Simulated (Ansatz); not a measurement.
C₂HF, SMILES C#CF: the interaction energy of a dimer with the counterpoise correction, run with Ansatz's Python interface.

`dimer_c2hf.py`:
```python
# -*- coding: utf-8 -*-
"""Interaction energy of two C2HF molecules, with the counterpoise correction."""

import ansatz

SETTINGS = {
    "basis_set": "def2-SVPD",
    "functional": "PBE0",
}

FIRST = [
    ("C", (-0.359, 0.4239, -0.2826)),
    ("C", (0.2805, -0.3584, 0.2354)),
    ("F", (1.0254, -1.2763, 0.8162)),
    ("H", (-0.947, 1.2109, -0.7689)),
]
SECOND = [
    ("C", (1.5119, -2.7814, -1.6039)),
    ("C", (1.5665, -1.6639, -1.7978)),
    ("F", (1.6369, -0.372, -2.0441)),
    ("H", (1.4149, -3.8555, -1.408)),
]

def energy(atoms, ghosts=()):
    molecule = ansatz.Crystal.molecule()
    for symbol, xyz in atoms:
        molecule = molecule.atom(symbol, xyz)
    calc = (
        molecule.calculation()
        .basis(gaussian=SETTINGS["basis_set"])
        .functional(SETTINGS["functional"])
    )
    deck = calc.input()
    if ghosts:
        deck = deck.set(ansatz.key.basis.gaussian.ghost_atoms, [{"symbol": s, "position_ang": list(xyz)} for s, xyz in ghosts])
    return ansatz.Session.from_dict(deck).plan().execute().report["free_energy_ev"]


def main():
    # monomers in their own basis and in the basis of the dimer
    both = energy(FIRST + SECOND)
    alone = energy(FIRST) + energy(SECOND)
    ghosted = energy(FIRST, SECOND) + energy(SECOND, FIRST)
    print(f"dimer {both:.6f} eV")
    print(f"interaction, uncorrected   {(both - alone):8.3f} eV")
    print(f"interaction, counterpoise  {(both - ghosted):8.3f} eV")
    print(f"basis-set superposition    {(alone - ghosted):8.3f} eV")


if __name__ == "__main__":
    main()
```

How large is the interaction at this pose, and how much of it is basis-set superposition?

Uncorrected it is 0.245 eV, with the counterpoise correction 0.285 eV; the difference, 0.04 eV, is the superposition error. In this basis both values are repulsive.

What the script printed:

Running `python dimer_c2hf.py` prints:
```text
dimer -9589.842193 eV
interaction, uncorrected      0.245 eV
interaction, counterpoise     0.285 eV
basis-set superposition       0.040 eV
```

Total energies depend on the basis set; only differences at equal settings carry meaning. The dimer is a generated trial pose of unrelaxed monomers, not a minimum, so the figure is no binding energy, and the basis set is small. This level lacks the dispersion part of the attraction (electrostatics and induction are there), which can decide the sign where the interaction is weak. Run time: 8.6 s on 1 thread of Intel(R) Xeon(R) Platinum 8488C (Sapphire Rapids) (shared host), peak memory 0.28 GiB.

(A comment or docstring line of the script was reworded after the run, the code is as it ran; lines on the test bed's own set-up are left out of the output.)
